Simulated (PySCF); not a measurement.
Compound: trans vinyl isocyanate, C₃H₃NO.
Geometry (PBE0-D3(BJ)/def2-SVP, Å), atoms numbered from 1 in this order:
```
atom  x, y, z in Å
C1    -0.9152   -0.4020    0.8886
C2    -0.6389    0.3940   -0.1497
N3     0.5702    0.4683   -0.8017
C4     1.7033    0.0975   -0.9314
O5     2.8162   -0.1910   -1.1427
H6    -1.9110   -0.3824    1.3337
H7    -0.1710   -1.0802    1.3131
H8    -1.3981    1.0667   -0.5598
```

Level of theory: core-valence-separated Tamm–Dancoff BHandHLYP/aug-pcX-1 (pcseg-1 on H) in PySCF, non-relativistic, gas phase, PBE0-D3(BJ)/def2-SVP geometry. The energies are unshifted.

The lowest roots of each edge with f over 0.003 (five at most, numbered afresh; weaker and dark ones are left out), with transition dipoles (au) in the frame of the coordinates:

```
root  edge  E (eV)       μx       μy       μz
   1     C  282.48   0.0267   0.0650   0.0569
   2     C  283.94  -0.0280  -0.0679  -0.0596
   3     C  285.91  -0.0110  -0.0215   0.0296
   4     C  286.23  -0.0538   0.0266  -0.0050
   5     C  286.41  -0.0002   0.0781  -0.0797
   6     N  399.57  -0.0198   0.0399  -0.0331
   7     N  399.70  -0.0124  -0.0257  -0.0260
   8     N  401.52   0.0197   0.0445   0.0390
   9     O  532.38   0.0096   0.0428  -0.0302
  10     O  532.43  -0.0131  -0.0246  -0.0421
  11     O  534.28   0.0194  -0.0109   0.0029
  12     O  536.72   0.0313  -0.0096  -0.0044
```

Question: What are the oscillator strengths?

Answer: f = (2/3) ΔE |μ|², with ΔE in hartree (27.2114 eV):

```tsv
root	ΔE (Eh)	|μ|² (au)	f	core hole on
1	10.3811	0.008176	0.057	C1
2	10.4344	0.008947	0.062	C2
3	10.5071	0.001459	0.010	C1
4	10.5187	0.003627	0.025	C1
5	10.5255	0.012452	0.087	C4
6	14.6840	0.003080	0.030	N3
7	14.6889	0.001490	0.015	N3
8	14.7555	0.003889	0.038	N3
9	19.5645	0.002836	0.037	O5
10	19.5663	0.002549	0.033	O5
11	19.6346	0.000504	0.007	O5
12	19.7242	0.001091	0.014	O5
```

Question: What is the unit vector of the normal of the molecular plane, and which share of each root's |μ|² lies along it?

Answer: (-0.30, -0.72, -0.63), up to sign.

| root | core hole on | share along it | final orbital under reflection in the plane |
| --- | --- | --- | --- |
| 1 | C1 | 1.00 | odd |
| 2 | C2 | 1.00 | odd |
| 3 | C1 | 0.00 | even |
| 4 | C1 | 0.00 | even |
| 5 | C4 | 0.00 | even |
| 6 | N3 | 0.00 | even |
| 7 | N3 | 0.99 | odd |
| 8 | N3 | 1.00 | odd |
| 9 | O5 | 0.08 | – |
| 10 | O5 | 0.91 | – |
| 11 | O5 | 0.00 | even |
| 12 | O5 | 0.00 | even |

The 1s orbitals of atoms in the plane are even under the reflection, so light polarised along the normal reaches odd orbitals alone (the out-of-plane π set) and light polarised in the plane even ones.

Question: For fixed molecules, how does the intensity of root 1 change when the electric field is turned 70° away from the normal of the molecular plane?

Answer: Intensity goes as (E·μ)², and μ lies along that direction, so it falls to cos²70° = 0.12 of its maximum; it vanishes at 90°.

Question: Molecules are fixed in this frame and the field points along x. What effective strengths 3 f cos²θ do the roots have (θ between field and μ)?

Answer: root 1 (C1): 0.015, root 2 (C2): 0.016, root 3 (C1): 0.003, root 4 (C1): 0.061, root 5 (C4): 0.000, root 6 (N3): 0.012, root 7 (N3): 0.005, root 8 (N3): 0.011, root 9 (O5): 0.004, root 10 (O5): 0.007, root 11 (O5): 0.015, root 12 (O5): 0.039. Root 4 is the strongest. Averaged over all orientations cos²θ is 1/3, which gives f back.

Hardware: one thread, Arm Neoverse V1 (aarch64), shared host with 32 logical CPUs at a one-minute load of 10. Cost: 7.3 s wall, 0.70 GiB resident at most.

One conformer stands for the species.
